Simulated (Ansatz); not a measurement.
## Counterpoise correction, worked out

The pair of H₃O⁺ (SMILES [OH3+], atoms 1–4) and CH₃F (SMILES CF, atoms 5–9), both closed shells, in one local arrangement (a lower one may exist), relaxed at PBE0-D4/def2-TZVP:

```xyz
9
angstrom
O -0.1529 0.2392 -1.8657
H -0.8203 -0.2693 -2.3551
H 0.6512 0.3546 -2.3984
H 0.0303 -0.1242 -0.8838
C 0.0383 0.0115 1.5921
F 0.2834 -0.6304 0.3188
H 0.3977 -0.6930 2.3358
H -1.0341 0.1735 1.6624
H 0.6064 0.9380 1.5938
```

Computed with Ansatz 0.2.0 (basis: def2-TZVPPD); correlated methods freeze the cores.

MP2 total energies in eV:

| system | geometry | basis functions | energy |
| --- | --- | --- | --- |
| pair | pair | all | -5882.49351 |
| H₃O⁺ | as in the pair | all (partner as ghosts) | -2084.23159 |
| CH₃F | as in the pair | all (partner as ghosts) | -3797.00537 |
| H₃O⁺ | as in the pair | its own | -2084.21839 |
| CH₃F | as in the pair | its own | -3796.96775 |
| H₃O⁺ | free (PBE0-D4 minimum) | its own | -2084.36883 |
| CH₃F | free (PBE0-D4 minimum) | its own | -3797.02357 |

(1) Work out the interaction energy with and without the counterpoise correction, the superposition error, and the binding energy from the relaxed fragments.

T1 diagnostic: at most 0.012.

## Answers

(1) Without correction: -5882.49351 − (-2084.21839) − (-3796.96775) = -1.30737 eV.
With correction (each fragment in the whole basis): -5882.49351 − (-2084.23159) − (-3797.00537) = -1.25655 eV = -28.98 kcal/mol.
The superposition error is the difference, 0.05082 eV, 4 % of the uncorrected value: each fragment borrows its partner's functions.
Deformation from the free shapes: 0.15044 eV for H₃O⁺ and 0.05582 eV for CH₃F.
Binding energy from relaxed fragments: -1.25655 + 0.15044 + 0.05582 = -1.05029 eV = -24.22 kcal/mol (electronic, without zero-point energy; negative means bound). For comparison, the corrected interaction energy by CCSD(T) at an estimated basis limit (MP2 extrapolated from triple and quadruple zeta, plus CCSD(T) − MP2 in triple zeta) is -1.290 eV.

For scale, one of the runs: CCSD(T)/def2-TZVPPD, 219 basis functions (an equivalent command: `ansatz run in.yaml --threads 4`). The run took 19 s on 4 CPU threads (shared host), with 3.5 GiB of host memory at its peak.
